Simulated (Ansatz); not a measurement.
Total energies of the cluster MgF2⁺ (the lowest doublet isomer of a short search) from Ansatz at PBE0-D4/def2-TZVP, gas phase (1 Eh = 27.2114 eV = 2625.5 kJ/mol). The reference geometry is relaxed at PBE-D4/def2-TZVP.

```xyz
3

Mg    0.8144    0.2700    0.4704
F    -0.0687   -1.1777   -0.2229
F    -0.7458    0.9077   -0.2475
```

| state | geometry | energy (Eh) |
| --- | --- | --- |
| charge 1 doublet | reference | -399.22935 |
| charge 0 singlet | reference | -399.58554 |
| charge 1 quartet | relaxed at PBE-D4/def2-TZVP | -399.05032 |

Task: Work out the vertical electron affinity, to the singlet.

Result: E(charge 1 doublet) − E(charge 0 singlet) = -399.22935 − (-399.58554) = 0.35619 Eh = 9.69 eV.

Task: Which of the charge 1 states is lowest, and how far above it are the others?

Result: The doublet. quartet: -399.05032 − (-399.22935) = 0.17903 Eh = 470.0 kJ/mol. The quartet has fallen apart, so its energy is that of loose fragments and no spin gap. The quartet differs in its bonds from the reference.

The structure comes from a short search, and lower isomers may exist.
